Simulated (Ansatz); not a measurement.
We consider fcc Rh, described by LDA in Ansatz (plane waves, PAW).

Numerical settings: plane-wave cutoff 520 eV, 20×20×20 k mesh, Fermi–Dirac smearing 0.1 eV, perturbation theory, no spin polarisation, scalar-relativistic PAW data made under PBE.

The cell has the measured lattice parameters. Conventional cell: a = 3.8034 Å, b = 3.8034 Å, c = 3.8034 Å, α = 90.00°, β = 90.00°, γ = 90.00°.

```
Rh
1.0
    0.00000     1.90170     1.90170
    1.90170     0.00000     1.90170
    1.90170     1.90170     0.00000
Rh
1
Direct
  0.00000   0.00000   0.00000
```

Harmonic phonon frequencies (cm⁻¹; i marks an imaginary mode):

| q point | frequencies |
|---|---|
| X | 177 177 216 |
| L | … |
| W | … |

Problem. What belongs in the gaps?

Solution. 
- L, frequencies: 135 135 228
- W, frequencies: 176 191 191

No imaginary mode appears at these points.

Note: the cell isn't this level's own, so it is under some stress, which shifts stiffness and frequencies.

Ansatz is a first-principles code.
